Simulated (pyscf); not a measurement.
Optimised with ωB97X-D3(BJ)/def2-SVP in PySCF.

SMILES: [SiH3][SiH2][AsH2]
```xyz
10

Si    -0.2216     1.0053    -0.6365
Si     0.1444    -1.0382     0.4208
As    -1.1942    -1.2049     2.3564
H     -1.6664     1.1071    -0.9996
H      0.6018     1.1672    -1.8716
H      0.1113     2.1056     0.3164
H     -0.2018    -2.1774    -0.4805
H      1.5727    -1.1794     0.8327
H     -0.8189     0.1960     2.8141
H     -2.4308    -0.7115     1.6213
```

What are the homolytic bond dissociation enthalpies (298 K) of H₃Si–SiH₂–AsH₂ (SMILES [SiH3][SiH2][AsH2]) at ωB97M-D3(BJ)/def2-TZVP, weakest first?

As–Si to •H₂Si–SiH₃ + AsH₂•: 63.2 kcal/mol; As–H to H₃Si–SiH₂–AsH• + H•: 73.0 kcal/mol; Si–Si to SiH₃• + •H₂Si–AsH₂: 75.3 kcal/mol; H–Si to H₃Si–SiH•–AsH₂ + H•: 87.2 kcal/mol; H–Si to •H₂Si–SiH₂–AsH₂ + H•: 89.2 kcal/mol. Ring and multiple bonds, and those that leave no two simple radicals, are not listed. H₃Si–SiH₂–AsH₂ lies 7.4 kcal/mol over its isomer H₃Si–AsH–SiH₃, and others may lie lower still (electronic energy, ωB97M-D3(BJ)). •H₂Si–AsH₂ lies 16.5 kcal/mol over its isomer H₃Si–AsH•, and others may lie lower still (electronic energy, ωB97M-D3(BJ)). Other isomers of •H₂Si–SiH₃, H₃Si–SiH₂–AsH• were not searched in full and may lie lower. Elements up to Kr have no core potential and no relativistic terms here.
